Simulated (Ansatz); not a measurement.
Input file:

```yaml
crystal:
  periodic: [false, false, false]
  atoms:
    - {symbol: N, position_ang: [0.000000, 0.000000, 0.000000]}
    - {symbol: O, position_ang: [0.000000, 0.000000, 1.139769]}
basis:
  gaussian: {orbitals: "6-31G*"}
total_charge: 1
magnetization: {spin_polarized: false, initial_magnetization: 2}
correlation: {method: ccsdt_q, electrons: outside_noble_gas}
output: {forces: true}
```

```sh
$ ansatz run in.yaml --threads 1 --pin off --events-out ev --progress --plain --max-ram 2393MiB
```

Output:

```
454 factors; integrals over basis functions are off by at most 1.5e-7 eV
mean field evaluation 1: about -3498.0375 eV, gradient 3.4e1 eV
mean field evaluation 2: about -3498.0420 eV, gradient 3.4e1 eV
mean field evaluation 4: about -3500.4656 eV, gradient 4.7e0 eV
mean field evaluation 8: about -3500.8217 eV, gradient 3.4e-1 eV
mean field evaluation 16: about -3500.8240 eV, gradient 2.9e-6 eV
mean field evaluation 32: about -3501.9590 eV, gradient 2.3e-4 eV
mean field evaluation 64: about -3500.8240 eV, gradient 7.6e-3 eV
mean field evaluation 96: about -3501.0851 eV, gradient 7.3e0 eV
mean field evaluation 128: about -3500.8799 eV, gradient 2.1e-6 eV
mean field evaluation 160: about -3500.8231 eV, gradient 1.8e-1 eV
...
cycle  12  -9.02751340 eV  change   -6.0e-5 eV  update   9.3e-5
cycle  13  -9.02754369 eV  change   -3.0e-5 eV  update   6.1e-5
cycle  14  -9.02751519 eV  change    2.9e-5 eV  update   2.6e-5
cycle  15  -9.02750187 eV  change    1.3e-5 eV  update   1.6e-5
cycle  16  -9.02752326 eV  change   -2.1e-5 eV  update   9.2e-6
cycle  17  -9.02753138 eV  change   -8.1e-6 eV  update   6.0e-6
cycle  18  -9.02753851 eV  change   -7.1e-6 eV  update   3.4e-6
cycle  19  -9.02753928 eV  change   -7.7e-7 eV  update   1.3e-6
cycle  20  -9.02753702 eV  change    2.3e-6 eV  update   6.9e-7
cycle  21  -9.02753684 eV  change    1.8e-7 eV  update   3.8e-7
perturbative correction -0.05407226 eV, -0.0019871188 hartree
the calculation of the forces begins
Total energy: -3509.90561127 eV, -128.9866521148 hartree
Atom 0 at     0.000000     0.000000     0.000000 Å, force    -0.000000    -0.000000    -5.421405 eV/Å
Atom 1 at     0.000000     0.000000     1.139769 Å, force    -0.000000    -0.000000     5.421405 eV/Å
Dipole moment:     0.000000    -0.000000    -0.312890 e Å
```

Forces (eV/Å):
```
N    0.000  0.000 -5.421
O    0.000  0.000  5.421
```

Ran on 1 thread of Arm Neoverse V1, shared host: 72 s wall, 0.69 GiB peak host memory.
